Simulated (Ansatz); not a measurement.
**Lattice constant a of some III–V compounds, all zinc-blende**

Method: PBE0-D3(BJ) (Ansatz, a program for electronic structure, PAW). References are measured values corrected to a static lattice. The table is a random draw of 8 from 9 solids with such references.

Values in Å.

```csv
solid,reference,PBE0-D3(BJ),error (%)
zinc-blende BP,4.525,4.484,-0.91
zinc-blende AlP,5.451,5.419,-0.59
zinc-blende GaAs,5.64,5.611,-0.51
zinc-blende InP,5.858,5.832,-0.44
zinc-blende InAs,6.047,6.029,-0.30
cubic BN,3.593,3.580,-0.36
zinc-blende GaP,5.439,5.403,-0.66
zinc-blende InSb,6.468,6.450,-0.28
```

Over these 8 solids the mean error is -0.51 %, the mean absolute error 0.51 % (median 0.48 %), and the worst case zinc-blende BP at -0.91 %; the value is below the reference in 8 of 8 cases. Over all 9, from unrounded values, the mean error is -0.51 % and the mean absolute error 0.51 % (median 0.51 %).

All these references are brought to a static lattice.

Spin–orbit coupling is left out, also for the solids with elements from indium on (zinc-blende InP, zinc-blende InAs, zinc-blende InSb); its size isn't shown.

Differences are worked out from the printed values.

Ansatz's density-functional and Hartree–Fock values are scalar-relativistic unless marked +SOC, with PAW data made under PBE.

Not in this set, of the III–V compounds with a reference value in our tables and a result at some level: 4 for a reference at room or unstated temperature; 1 for no value at PBE0-D3(BJ) (not run, a failed fit, an unstable or unbound cell, or a value held back for tests); 1 for a high-temperature or high-pressure phase. These can be a level's best or worst cases. At least 3 more with a reference value are held back for tests. Solids without a released value at any level aren't counted. Layered and molecular crystals are counted apart.

References as tabulated in Mejia-Rodriguez and Trickey (2018), arXiv:1807.09216; Goldzak et al. (2022), arXiv:2208.04865.
